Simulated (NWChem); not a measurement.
System: C₄H₆ cation, doublet; SMILES of the neutral closed-shell parent C=CC=C

Input file for NWChem:

```
start job
memory heap 200 mb stack 900 mb global 1100 mb
charge 1
geometry units angstroms noautoz
  C     -0.111044     1.856977    -0.016027
  C      0.414605     0.570200    -0.019481
  C     -0.414605    -0.570200     0.019481
  C      0.111044    -1.856977     0.016027
  H     -1.184763     2.028198     0.017322
  H      0.536483     2.728898    -0.047468
  H      1.494436     0.437289    -0.053300
  H     -1.494436    -0.437289     0.053300
  H     -0.536483    -2.728898     0.047468
  H      1.184763    -2.028198    -0.017322
end
basis spherical
  * library 6-31g*
end
dft
  odft
  mult 2
  xc m06-l
  grid xcoarse
  iterations 150
  mulliken
end
task dft gradient
```

Parts of the log:

```
             Northwest Computational Chemistry Package (NWChem) 7.3.0
             --------------------------------------------------------

 C2H symmetry detected

                             Geometry "geometry" -> ""
                             -------------------------

 Output coordinates in angstroms (scale by  1.889725989 to convert to a.u.)

  No.       Tag          Charge          X              Y              Z
 ---- ---------------- ---------- -------------- -------------- --------------
    1 C                    6.0000    -0.11390918     1.85687262     0.00000000
    2 C                    6.0000     0.41396060     0.57100040     0.00000000
    3 C                    6.0000    -0.41396060    -0.57100040     0.00000000
    4 C                    6.0000     0.11390918    -1.85687262     0.00000000
    5 H                    1.0000    -1.18846062     2.02610757     0.00000000
    6 H                    1.0000     0.53267910     2.73005560     0.00000000
    7 H                    1.0000     1.49456499     0.44008746     0.00000000
    8 H                    1.0000    -1.49456499    -0.44008746     0.00000000
    9 H                    1.0000    -0.53267910    -2.73005560     0.00000000
   10 H                    1.0000     1.18846062    -2.02610757     0.00000000

 Effective nuclear repulsion energy (a.u.)     103.0308002250

      Symmetry information
      --------------------

 Group name             C2h
 Group number             21
 Group order               4
 No. of unique centers     5

                                 NWChem DFT Module
                                 -----------------

 Summary of "ao basis" -> "ao basis" (spherical)
 ------------------------------------------------------------------------------
       Tag                 Description            Shells   Functions and Types
 ---------------- ------------------------------  ------  ---------------------
 C                           6-31g*                  6       14   3s2p1d
 H                           6-31g*                  2        2   2s

      Symmetry analysis of basis
      --------------------------

        ag         26
        au          8
        bg          8
        bu         26

            General Information
            -------------------
          SCF calculation type: DFT
          Wavefunction type:  spin polarized.
          No. of atoms     :    10
          No. of electrons :    29
           Alpha electrons :    15
            Beta electrons :    14
          Charge           :     1
          Spin multiplicity:     2
          Use of symmetry is: on ; symmetry adaption is: on
          Maximum number of iterations: 150
          AO basis - number of functions:    68
                     number of shells:    36
          Convergence on energy requested:  1.00D-06
          Convergence on density requested:  1.00D-05
          Convergence on gradient requested:  5.00D-04

              XC Information
              --------------
                        M06-L Method XC Functional
                         M06-L Exchange Functional  1.000
                       M06-L Correlation Potential  1.000

             Grid Information
             ----------------
          Grid used for XC integration:  xcoarse
          Radial quadrature: Mura-Knowles
          Angular quadrature: Lebedev.
          Tag              B.-S. Rad. Rad. Pts. Rad. Cut. Ang. Pts.
          ---              ---------- --------- --------- ---------
          C                   0.70       21          11.0       194
          H                   0.35       21          12.0       194
          Grid pruning is: on
          Number of quadrature shells:   105
          Spatial weights used:  Erf1

      Superposition of Atomic Density Guess
      -------------------------------------

 Sum of atomic energies:        -153.63041183

 Renormalizing density from      30.00 to     29

      Non-variational initial energy
      ------------------------------

 Total energy =    -152.182339
 1-e energy   =    -394.889396
 2-e energy   =     139.676256
 HOMO         =      -0.549917
 LUMO         =      -0.345211

   Symmetry analysis of molecular orbitals - initial alpha
   -------------------------------------------------------

  Numbering of irreducible representations:

     1 ag          2 au          3 bg          4 bu

  Orbital symmetries:

     1 ag          2 bu          3 bu          4 ag          5 ag
     6 bu          7 ag          8 bu          9 bu         10 ag
    11 ag         12 bu         13 au         14 ag         15 bg
    16 au         17 bg         18 bu         19 bu         20 ag
    21 bu         22 ag         23 ag         24 bu         25 ag

   Symmetry analysis of molecular orbitals - initial beta
   ------------------------------------------------------

  Numbering of irreducible representations:

     1 ag          2 au          3 bg          4 bu

  Orbital symmetries:

     1 ag          2 bu          3 bu          4 ag          5 ag
     6 bu          7 ag          8 bu          9 bu         10 ag
    11 ag         12 bu         13 au         14 ag         15 bg
    16 au         17 bg         18 bu         19 bu         20 ag
    21 bu         22 ag         23 ag         24 bu         25 ag

     ---------------------------------------------
      Total Density - Mulliken Population Analysis
     ---------------------------------------------

    Atom       Charge   Shell Charges
 -----------   ------   -------------------------------------------------------
    1 C    6     6.23   2.00  0.80  1.89  0.64  0.87  0.03
    2 C    6     6.30   2.00  0.80  2.08  0.52  0.87  0.04
    3 C    6     6.30   2.00  0.80  2.08  0.52  0.87  0.04
    4 C    6     6.23   2.00  0.80  1.89  0.64  0.87  0.03
    5 H    1     0.67   0.44  0.22
    6 H    1     0.65   0.44  0.21
    7 H    1     0.65   0.44  0.21
    8 H    1     0.65   0.44  0.21
    9 H    1     0.65   0.44  0.21
   10 H    1     0.67   0.44  0.22

     --------------------------------------------
      Spin Density - Mulliken Population Analysis
     --------------------------------------------

    Atom       Charge   Shell Charges
 -----------   ------   -------------------------------------------------------
    1 C    6     0.34   0.00  0.00  0.20  0.00  0.13  0.00
    2 C    6     0.16   0.00  0.00  0.10  0.00  0.06  0.00
    3 C    6     0.16   0.00  0.00  0.10  0.00  0.06  0.00
    4 C    6     0.34   0.00  0.00  0.20  0.00  0.13  0.00
    5 H    1     0.00   0.00  0.00
    6 H    1     0.00   0.00  0.00
    7 H    1     0.00   0.00  0.00
    8 H    1     0.00   0.00  0.00
    9 H    1     0.00   0.00  0.00
   10 H    1     0.00   0.00  0.00

   convergence    iter        energy       DeltaE   RMS-Dens  Diis-err
 ---------------- ----- ----------------- --------- --------- ---------
 d= 0,ls=0.0,diis     1   -155.5644144021 -2.59D+02  6.77D-03  1.16D-01
                                                     6.38D-03  1.15D-01
 d= 0,ls=0.0,diis     2   -155.5423321876  2.21D-02  5.26D-03  1.30D-01
                                                     4.79D-03  1.25D-01
 d= 0,ls=0.0,diis     3   -155.6043081343 -6.20D-02  1.76D-03  2.60D-02
                                                     1.23D-03  2.02D-02
 d= 0,ls=0.0,diis     4   -155.6169054616 -1.26D-02  3.28D-04  1.33D-03
                                                     3.89D-04  1.63D-03
 d= 0,ls=0.0,diis     5   -155.6177446108 -8.39D-04  1.88D-04  3.20D-05
                                                     1.43D-04  2.11D-05
  Resetting Diis
 d= 0,ls=0.0,diis     6   -155.6177985646 -5.40D-05  4.32D-05  3.05D-06
                                                     6.50D-05  9.44D-06
 d= 0,ls=0.0,diis     7   -155.6178076881 -9.12D-06  1.13D-05  3.09D-07
                                                     1.59D-05  5.63D-07
 d= 0,ls=0.0,diis     8   -155.6178081826 -4.94D-07  9.22D-06  3.00D-07
                                                     5.14D-06  1.59D-07

         Total DFT energy =     -155.617808182575
      One electron energy =     -404.655396106096
           Coulomb energy =      169.537493885644
    Exchange-Corr. energy =      -23.530706187141
 Nuclear repulsion energy =      103.030800225019

 Numeric. integr. density =       29.001467267776

                  Occupations of the irreducible representations
                  ----------------------------------------------

                     irrep           alpha         beta
                     --------     --------     --------
                     ag                7.0          7.0
                     au                1.0          1.0
                     bg                1.0          0.0
                     bu                6.0          6.0

                    DFT Final Alpha Molecular Orbital Analysis
                    ------------------------------------------

 Vector   13  Occ=1.000000D+00  E=-5.550247D-01  Symmetry=ag
              MO Center=  3.2D-16, -1.0D-15,  4.4D-16, r^2= 3.6D+00
   Bfn.  Coefficient  Atom+Function         Bfn.  Coefficient  Atom+Function
  ----- ------------  ---------------      ----- ------------  ---------------
    17      0.273819   2 C  px               31     -0.273819   3 C  px
     3     -0.196122   1 C  px               45      0.196122   4 C  px
    61      0.186544   7 H  s                63      0.186544   8 H  s
    21      0.157222   2 C  px               35     -0.157222   3 C  px
    57      0.134655   5 H  s                67      0.134655  10 H  s

 Vector   14  Occ=1.000000D+00  E=-5.512451D-01  Symmetry=au
              MO Center=  4.1D-18, -4.3D-18, -4.0D-16, r^2= 2.3D+00
   Bfn.  Coefficient  Atom+Function         Bfn.  Coefficient  Atom+Function
  ----- ------------  ---------------      ----- ------------  ---------------
    19      0.333408   2 C  pz               33      0.333408   3 C  pz
     5      0.247694   1 C  pz               47      0.247694   4 C  pz
    23      0.185233   2 C  pz               37      0.185233   3 C  pz
     9      0.138248   1 C  pz               51      0.138248   4 C  pz

 Vector   15  Occ=1.000000D+00  E=-4.701605D-01  Symmetry=bg
              MO Center=  6.9D-16, -5.0D-15, -3.0D-16, r^2= 3.7D+00
   Bfn.  Coefficient  Atom+Function         Bfn.  Coefficient  Atom+Function
  ----- ------------  ---------------      ----- ------------  ---------------
     5      0.386915   1 C  pz               47     -0.386915   4 C  pz
     9      0.261366   1 C  pz               51     -0.261366   4 C  pz
    19      0.212568   2 C  pz               33     -0.212568   3 C  pz
    23      0.140352   2 C  pz               37     -0.140352   3 C  pz

 Vector   16  Occ=0.000000D+00  E=-3.238726D-01  Symmetry=au
              MO Center= -1.2D-15,  3.0D-15, -6.0D-17, r^2= 3.6D+00
   Bfn.  Coefficient  Atom+Function         Bfn.  Coefficient  Atom+Function
  ----- ------------  ---------------      ----- ------------  ---------------
     5      0.392290   1 C  pz               47      0.392290   4 C  pz
     9      0.366851   1 C  pz               51      0.366851   4 C  pz
    19     -0.277455   2 C  pz               33     -0.277455   3 C  pz
    23     -0.255289   2 C  pz               37     -0.255289   3 C  pz
    25      0.026416   2 C  d -1             39     -0.026416   3 C  d -1

 Vector   17  Occ=0.000000D+00  E=-1.981970D-01  Symmetry=bg
              MO Center=  2.2D-16,  1.4D-15,  2.3D-17, r^2= 2.7D+00
   Bfn.  Coefficient  Atom+Function         Bfn.  Coefficient  Atom+Function
  ----- ------------  ---------------      ----- ------------  ---------------
    23      0.606064   2 C  pz               37     -0.606064   3 C  pz
    19      0.432162   2 C  pz               33     -0.432162   3 C  pz
     9     -0.352939   1 C  pz               51      0.352939   4 C  pz
     5     -0.233631   1 C  pz               47      0.233631   4 C  pz
    27     -0.025335   2 C  d  1             41     -0.025335   3 C  d  1

 Vector   18  Occ=0.000000D+00  E=-1.012733D-01  Symmetry=bu
              MO Center= -3.6D-14, -3.0D-14, -4.3D-17, r^2= 5.3D+00
   Bfn.  Coefficient  Atom+Function         Bfn.  Coefficient  Atom+Function
  ----- ------------  ---------------      ----- ------------  ---------------
    62      0.944368   7 H  s                64     -0.944368   8 H  s
    58     -0.588229   5 H  s                68      0.588229  10 H  s
    21     -0.487026   2 C  px               35     -0.487026   3 C  px
    60      0.367846   6 H  s                66     -0.367846   9 H  s
     7     -0.358006   1 C  px               49     -0.358006   4 C  px

                     DFT Final Beta Molecular Orbital Analysis
                     -----------------------------------------

 Vector   12  Occ=1.000000D+00  E=-5.849938D-01  Symmetry=bu
              MO Center= -2.3D-15, -1.3D-14,  1.3D-16, r^2= 4.9D+00
   Bfn.  Coefficient  Atom+Function         Bfn.  Coefficient  Atom+Function
  ----- ------------  ---------------      ----- ------------  ---------------
     3      0.305030   1 C  px               45      0.305030   4 C  px
    57     -0.192893   5 H  s                67      0.192893  10 H  s
     7      0.156938   1 C  px               49      0.156938   4 C  px
    59      0.142526   6 H  s                65     -0.142526   9 H  s
    17     -0.117082   2 C  px               31     -0.117082   3 C  px

 Vector   13  Occ=1.000000D+00  E=-5.528524D-01  Symmetry=ag
              MO Center=  4.2D-16,  1.5D-14, -2.2D-16, r^2= 3.7D+00
   Bfn.  Coefficient  Atom+Function         Bfn.  Coefficient  Atom+Function
  ----- ------------  ---------------      ----- ------------  ---------------
    17      0.266656   2 C  px               31     -0.266656   3 C  px
     3     -0.196725   1 C  px               45      0.196725   4 C  px
    61      0.183920   7 H  s                63      0.183920   8 H  s
    21      0.153361   2 C  px               35     -0.153361   3 C  px
    57      0.141157   5 H  s                67      0.141157  10 H  s

 Vector   14  Occ=1.000000D+00  E=-5.242318D-01  Symmetry=au
              MO Center= -1.5D-15, -8.4D-15,  4.3D-16, r^2= 2.0D+00
   Bfn.  Coefficient  Atom+Function         Bfn.  Coefficient  Atom+Function
  ----- ------------  ---------------      ----- ------------  ---------------
    19      0.363549   2 C  pz               33      0.363549   3 C  pz
    23      0.218971   2 C  pz               37      0.218971   3 C  pz
     5      0.179367   1 C  pz               47      0.179367   4 C  pz
     9      0.101860   1 C  pz               51      0.101860   4 C  pz

[...]

                         DFT ENERGY GRADIENTS

    atom               coordinates                        gradient
                 x          y          z           x          y          z
   1 C      -0.215257   3.508980   0.000000   -0.003635   0.007679   0.000000
   2 C       0.782272   1.079034   0.000000    0.010192   0.001422   0.000000
   3 C      -0.782272  -1.079034   0.000000   -0.010192  -0.001422   0.000000
   4 C       0.215257  -3.508980   0.000000    0.003635  -0.007679   0.000000
   5 H      -2.245865   3.828788   0.000000    0.005149  -0.000995   0.000000
   6 H       1.006618   5.159057   0.000000   -0.002674  -0.004303   0.000000
   7 H       2.824318   0.831645   0.000000   -0.006243   0.000563   0.000000
   8 H      -2.824318  -0.831645   0.000000    0.006243  -0.000563   0.000000
   9 H      -1.006618  -5.159057   0.000000    0.002674   0.004303   0.000000
  10 H       2.245865  -3.828788   0.000000   -0.005149   0.000995   0.000000
```

Level: M06-L/6-31G* (spherical d), spin-unrestricted. In the optimisation the excess spin sits in ag (Ci, its own frame). All runs use the structure optimised with B3LYP/6-31G* (spherical d), spin-unrestricted. This spin state was assumed; another may lie lower. No stability test was run on the SCF state.
